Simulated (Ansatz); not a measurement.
# C2H3NO2: one species, many methods

An exercise on one series of results from a longer session: the logs are not shown, and one member is left open.

Computed with Ansatz 0.2.0, Gaussian basis. Level: functionals in def2-TZVPP, the program's frozen cores in correlated methods.

The runs, in order: LDA (SPW92), PBE-D4, revPBE-D4, BLYP-D4, r2SCAN-D4, B97M-V, PBE0-D4, B3LYP-D4, r2SCANh-D4, r2SCAN0-D4, HSE06-D4, BHLYP-D4, CAM-B3LYP-D4, LC-ωPBE, ωB97X-V, ωB97M-V, B2PLYP, PBE-QIDH; CCSD(T)/def2-SVP; CCSD(T)/def2-TZVPP; MP2/def2-QZVPP; extrapolation to the limit; RPA on PBE.

## The geometry

An earlier PBE0-D4 in a triple-zeta def2 set relaxation fixed the geometry.

SMILES `N#COCO`, 8 atoms, charge 0, spin multiplicity 1.

Atoms are counted from 1 here; the program's logs count them from 0.

Bond lengths: N1–C2 1.155 Å, C2–O3 1.281 Å, O3–C4 1.473 Å, C4–O5 1.355 Å, C4–H6 1.090 Å, C4–H7 1.095 Å, O5–H8 0.962 Å. Angles: N1–C2–O3 179.2°, C2–O3–C4 114.4°, O3–C4–O5 108.1°, O3–C4–H6 107.4°, O3–C4–H7 106.4°, O5–C4–H6 108.6°, O5–C4–H7 114.6°, H6–C4–H7 111.5°, C4–O5–H8 110.0°.

Set-up of the first run:

Input file in.yaml:

```yaml
crystal:
  periodic: [false, false, false]
  atoms:
    - {symbol: N, position_ang: [-1.542372, -0.012698, 2.297914]}
    - {symbol: C, position_ang: [-1.155694, 0.240559, 1.239295]}
    - {symbol: O, position_ang: [-0.734398, 0.537233, 0.066869]}
    - {symbol: C, position_ang: [0.351814, -0.326914, -0.425225]}
    - {symbol: O, position_ang: [0.820423, 0.204103, -1.580556]}
    - {symbol: H, position_ang: [-0.081415, -1.303237, -0.641472]}
    - {symbol: H, position_ang: [1.090221, -0.386200, 0.381109]}
    - {symbol: H, position_ang: [1.343421, 0.990054, -1.393736]}
basis:
  gaussian: {orbitals: def2-TZVPP}
hamiltonian: {xc: lda}
output: {orbitals: {seedname: orbitals}}
```

Command:

```bash
$ ansatz run in.yaml --threads 2 --pin off --events-out ev --progress --plain --max-ram 4352MiB
```

Among the steps run: LDA; PBE-D4 (GGA); revPBE-D4 (GGA); BLYP-D4 (GGA); r2SCAN-D4 (meta-GGA); B97M-V (meta-GGA); B3LYP-D4 (hybrid); r2SCANh-D4 (hybrid); r2SCAN0-D4 (hybrid); HSE06-D4 (hybrid); BHLYP-D4 (hybrid); CAM-B3LYP-D4 (range-separated); LC-ωPBE (range-separated); ωB97X-V (range-separated); ωB97M-V (range-separated); B2PLYP (double hybrid); PBE-QIDH (double hybrid).

One of the session's tables, all rows but one given; the rest of the session is left out.

It belongs to the step «Orbital energies across the functionals». 

| functional | HOMO (eV) | LUMO (eV) | gap (eV) |
| --- | --- | --- | --- |
| LDA (SPW92) | ? | ? | ? |
| PBE-D4 | -7.11 | -0.61 | 6.50 |
| revPBE-D4 | -7.03 | -0.55 | 6.48 |
| BLYP-D4 | -7.00 | -0.68 | 6.32 |
| r2SCAN-D4 | -7.42 | 0.07 | 7.48 |
| B97M-V | -7.45 | -0.31 | 7.13 |
| PBE0-D4 | -8.58 | 0.30 | 8.88 |
| B3LYP-D4 | -8.34 | -0.11 | 8.23 |
| r2SCANh-D4 | -7.97 | 0.40 | 8.37 |
| r2SCAN0-D4 | -8.80 | 0.80 | 9.60 |
| HSE06-D4 | -8.17 | -0.07 | 8.10 |
| BHLYP-D4 | -9.96 | 0.91 | 10.87 |
| CAM-B3LYP-D4 | -10.04 | 1.05 | 11.08 |
| LC-ωPBE | -11.41 | 2.44 | 13.85 |
| ωB97X-V | -11.01 | 2.25 | 13.26 |
| ωB97M-V | -10.92 | 1.76 | 12.68 |

Q: Estimate the row for LDA (SPW92) from the others.

The run gave: HOMO (eV): -7.33; LUMO (eV): -0.75; gap (eV): 6.58. In the column «HOMO (eV)» it lies between r2SCAN-D4 (-7.42) and PBE-D4 (-7.11).
